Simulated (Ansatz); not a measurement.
# C2H3F2N: a ladder of functionals and wavefunction methods

Aim: compute C2H3F2N with functionals from several rungs and with coupled cluster, and see how far each lands from CCSD(T) at the basis-set limit for the atomisation energy.

Method: functionals in def2-TZVPP, the program's frozen cores in correlated methods; program: Ansatz 0.2.0, Gaussian basis.

The runs, in order: LDA (SPW92), PBE-D4, revPBE-D4, BLYP-D4, r2SCAN-D4, B97M-V, PBE0-D4, B3LYP-D4, r2SCANh-D4, r2SCAN0-D4, HSE06-D4, BHLYP-D4, CAM-B3LYP-D4, LC-ωPBE, ωB97X-V, ωB97M-V, B2PLYP, PBE-QIDH; CCSD(T)/def2-SVP; CCSD(T)/def2-TZVPP; MP2/def2-QZVPP; extrapolation to the limit; RPA on PBE.

## (1) The relaxed structure

The geometry comes from an earlier relaxation with PBE0-D4 in a triple-zeta def2 set; it is a stationary point, not always the lowest conformer.

SMILES `N=CC(F)F`, 8 atoms, charge 0, spin multiplicity 1.

Atoms are counted from 1 here; the program's logs count them from 0.

Bond lengths: N1–C2 1.258 Å, N1–H6 1.020 Å, C2–C3 1.501 Å, C2–H7 1.096 Å, C3–F4 1.357 Å, C3–F5 1.357 Å, C3–H8 1.092 Å. Angles: C2–N1–H6 111.4°, N1–C2–C3 119.1°, N1–C2–H7 126.0°, C3–C2–H7 114.9°, C2–C3–F4 109.3°, C2–C3–F5 109.3°, C2–C3–H8 112.2°, F4–C3–F5 107.2°, F4–C3–H8 109.4°, F5–C3–H8 109.4°.

## (2) LDA

This LDA is Slater exchange with PW92 correlation.

Contents of in.yaml:

```yaml
crystal:
  periodic: [false, false, false]
  atoms:
    - {symbol: N, position_ang: [-1.229514, 0.897474, 0.254275]}
    - {symbol: C, position_ang: [-0.122577, 0.523140, -0.212947]}
    - {symbol: C, position_ang: [0.420659, -0.818554, 0.184304]}
    - {symbol: F, position_ang: [0.610871, -1.571759, -0.927936]}
    - {symbol: F, position_ang: [1.633355, -0.654791, 0.770105]}
    - {symbol: H, position_ang: [-1.485896, 1.822070, -0.090479]}
    - {symbol: H, position_ang: [0.510639, 1.092093, -0.903766]}
    - {symbol: H, position_ang: [-0.245235, -1.346773, 0.870544]}
basis:
  gaussian: {orbitals: def2-TZVPP}
hamiltonian: {xc: lda}
output: {orbitals: {seedname: orbitals}}
```

The runs that follow: PBE-D4 (GGA); revPBE-D4 (GGA); BLYP-D4 (GGA); r2SCAN-D4 (meta-GGA); B97M-V (meta-GGA); PBE0-D4 (hybrid); B3LYP-D4 (hybrid); r2SCANh-D4 (hybrid); r2SCAN0-D4 (hybrid); HSE06-D4 (hybrid); BHLYP-D4 (hybrid); CAM-B3LYP-D4 (range-separated); LC-ωPBE (range-separated); ωB97X-V (range-separated); ωB97M-V (range-separated); B2PLYP (double hybrid); PBE-QIDH (double hybrid); CCSD(T) in def2-SVP; CCSD(T) in def2-TZVPP; MP2 in def2-QZVPP; RPA on PBE orbitals.

**Question.** What will the summary of the whole plan be? Wanted: atomisation energy, CCSD(T)/CBS; farthest beyond LDA; mean size of error, GGA; mean size of error, meta-GGA; mean size of error, hybrid; mean size of error, range-separated; mean size of error, double hybrid; gap, smallest and largest; T1 diagnostic.

The runs gave:

| quantity | value |
| --- | --- |
| atomisation energy, CCSD(T)/CBS | 758.5 kcal/mol |
| functionals within 3.8 kcal/mol (0.5 %) | r2SCAN-D4, B97M-V, B3LYP-D4 |
| farthest beyond LDA | BHLYP-D4 (-36.1 kcal/mol) |
| mean size of error, GGA | 17.8 kcal/mol |
| mean size of error, meta-GGA | 1.1 kcal/mol |
| mean size of error, hybrid | 13.0 kcal/mol |
| mean size of error, range-separated | 5.2 kcal/mol |
| mean size of error, double hybrid | 5.8 kcal/mol |
| gap, smallest and largest | 4.37 eV (LDA (SPW92)), 12.66 eV (LC-ωPBE) |
| T1 diagnostic | 0.0122 |
| triples share of the correlation energy | 3.6 % |

What this shows: The LDA atomisation energy is off by 145.1 kcal/mol (19 %): it overbinds. PBE-D4 is off by +34.6 kcal/mol. Double hybrids carry the basis error of their MP2 part in triple zeta, and no dispersion term here, so their miss is partly the set-up's. By mean error the best rung here is meta-GGA (1.1 kcal/mol) and the worst beyond LDA is GGA (17.8 kcal/mol). The reference freezes the cores and leaves out relativity and excitations past (T), so misses under about 3.8 kcal/mol can't be ranked. Hartree-Fock recovers 68 % of the binding; the rest is correlation. CCSD(T) in def2-SVP is off by -40.4 kcal/mol, more than most functionals: a good method in a small basis is no reference. The gap grows from 4.4 to 12.7 eV across the functionals, mostly with the share of exact exchange.
